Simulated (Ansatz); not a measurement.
A made-up structure of CH₂FSi, doublet:

| atom | x (Å) | y (Å) | z (Å) |
| --- | --- | --- | --- |
| C1 | 0.2960 | -0.3763 | 1.2285 |
| Si2 | -0.2899 | 0.4909 | -0.2950 |
| F3 | 1.0383 | -1.3607 | 0.6785 |
| H4 | -0.9749 | 1.7325 | -0.2207 |
| H5 | -0.4035 | -0.1496 | -1.5573 |

It is relaxed with PBE-D4/def2-SVP and then PBE0-D4/def2-TZVP (Ansatz 0.2.0). Atoms count as bonded within 1.22 times the sum of their covalent radii (H–H: 0.88 Å). The end point is not checked to be a true minimum.

Does its bonding change? (A judgement: the text doesn't fix the answer.)

By the calculation: No: no bond forms or breaks.

Where it ends: The first stage lowers the energy by 0.87 eV in 12 steps. It ends as CH₂FSi ([F][C][SiH2]):
```tsv
atom	x (Å)	y (Å)	z (Å)
C1	0.3585	-0.3998	0.8780
Si2	-0.2207	0.5433	-0.4306
F3	1.0679	-1.4458	1.1487
H4	-1.0319	1.6959	-0.0069
H5	-0.5078	-0.0568	-1.7551
```

Labels in which every atom is bracketed show which atoms are joined, not bond orders.

For scale, one of the runs: PBE0-D4/def2-TZVP relaxation, 111 basis functions, launched by `ansatz run in.yaml --threads 2 --pin off --events-out ev --progress --plain --max-ram 4352MiB`. The run took about 23 s on 2 CPU threads of an Arm Neoverse V2 (shared host).
